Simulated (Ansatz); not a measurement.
# BC+ (singlet): from Hartree-Fock to the top rungs at distance B1–C2 = 1.685 Å, cc-pVDZ

How much of the correlation energy of BC+ (singlet) does each wave-function method recover here?

The runs use Ansatz 0.2.0, Gaussian basis; cc-pVDZ, core rule «outside noble gas», up to 2 orbitals frozen.

Plan: UHF; CCSD(T) on RHF; CCSD(T) on UHF; BCCD(T) on RHF; CISD; CCSDT(Q) on RHF; CCSDT(Q) on UHF; CCSDTQ on RHF; CASSCF and MRCISD+Q, 2 electrons in 2 orbitals; CASSCF and NEVPT2, 2 electrons in 2 orbitals; CASSCF and MRCISD+Q, 6 electrons in 8 orbitals; CASSCF and NEVPT2, 6 electrons in 8 orbitals; Full CI.

18 further runs of the same task are left out: 1 for a known fault of the program, 1 for a mislabelled method, 14 that didn't finish, 2 set aside as unsound or not needed.

## 1. The geometry

The geometry derives from a PBE0/def2-TZVP stationary point (not a proven minimum). One bond is set to the value named and the two fragments are kept rigid.

2 atoms, charge 1, spin multiplicity 1.

Atoms are counted from 1 here; the program's logs count them from 0.

Bond lengths: B1–C2 1.685 Å.

## 2. UHF

The input, in.yaml:

```yaml
crystal:
  periodic: [false, false, false]
  atoms:
    - {symbol: B, position_ang: [0.000000, 0.000000, 0.000000]}
    - {symbol: C, position_ang: [0.000000, 0.000000, 1.685000]}
basis:
  gaussian: {orbitals: cc-pVDZ}
total_charge: 1
magnetization: {spin_polarized: true, initial_magnetization: 0}
hamiltonian: {xc: hf}
output: {orbitals: {seedname: orbitals}}
```

Run with:

```bash
$ ansatz run in.yaml --threads 1 --pin off --events-out ev --progress --plain --max-ram 2393MiB
```

The runs that follow: CCSD(T) on RHF; CCSD(T) on UHF; BCCD(T) on RHF; CISD; CCSDT(Q) on RHF; CCSDT(Q) on UHF; CCSDTQ on RHF; CASSCF and MRCISD+Q, 2 electrons in 2 orbitals; CASSCF and NEVPT2, 2 electrons in 2 orbitals; CASSCF and MRCISD+Q, 6 electrons in 8 orbitals; CASSCF and NEVPT2, 6 electrons in 8 orbitals; Full CI.

**Question.** What will the summary of the whole plan be? Wanted: FCI below the RHF energy; RMP2 from FCI; RCCSD from FCI; RCCSD(T) from FCI; RCCSDT(Q) from FCI; NEVPT2 pair from FCI; MRCISD+Q pair from FCI; NEVPT2 valence from FCI; T1 diagnostic.

**Answer**, as computed:

| quantity | value |
| --- | --- |
| FCI below the RHF energy | -5.7800 eV |
| RMP2 from FCI | +1946.5 meV |
| RCCSD from FCI | +643.3 meV |
| RCCSD(T) from FCI | +217.7 meV |
| RCCSDT(Q) from FCI | +55.6 meV |
| NEVPT2 pair from FCI | +1347.9 meV |
| MRCISD+Q pair from FCI | +110.9 meV |
| NEVPT2 valence from FCI | +385.3 meV |
| levels within 1 kcal/mol (43 meV) | RCCSDTQ, MRCISD+Q valence |
| T1 diagnostic | 0.067 |
| effectively unpaired electrons | 2.47 |

What this shows: RCCSD(T) lands +217.7 meV from the yardstick (3.8 % of the correlation energy). MRCISD+Q valence falls below full CI: the +Q correction isn't variational, and the cores differ from full CI's. The occupations show strong static correlation (2.5 unpaired electrons where one determinant has 0). Of the multireference levels listed MRCISD+Q valence comes nearest in total energy (-3.1 meV), which doesn't show that its space is the better one. Coupled cluster took another determinant than the lowest Hartree-Fock one. These misses are within one basis, not against nature.
